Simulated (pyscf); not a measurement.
PySCF, gas phase, ωB97X-D3(BJ)/def2-SVP geometries.

For the elementary gas-phase step H₃C–S–CH₃ → methane (CH₄) + H₂C=S (singlet surface; C–S, C–H broken, C–H formed), what barrier and reaction energy does PBE/def2-TZVP give, measured from the reactant's lowest minimum found?

ΔE‡ = 328.6 kJ/mol, ΔE = +99.0 kJ/mol. CCSD(T)/def2-TZVPP + ΔMP2(QZVPP) gives 351.2 kJ/mol and +92.9 kJ/mol. Zero-point energy shifts the barrier by -13.1 kJ/mol. It is an elimination, with an imaginary mode of 1033i cm⁻¹. On the reactant side the descent ends in a point that may be a rotor saddle (no frequency run), 8.3 kJ/mol over the lowest minimum found and 398.4 kJ/mol under the saddle at ωB97X-D3(BJ)/def2-TZVP. At ωB97X-D3(BJ)/def2-TZVP the barrier from the zero used here is 406.7 kJ/mol. The same reactants have a lower exit, to CH₃• + H₃C–S• (no saddle counted: cutting one bond costs +328.8 kJ/mol at ωB97M-D3(BJ)/def2-TZVP, against +387.5 kJ/mol here). This is the saddle that the search found; another between the same sides may lie lower. A restricted solution here is unstable towards spin polarisation, so biradical character is likely and single-reference numbers are less safe. The CCSD(T) − MP2 part came from Ansatz, without density fitting, on the same reference. The largest closed-shell T1 diagnostic is 0.030, which may signal static correlation.
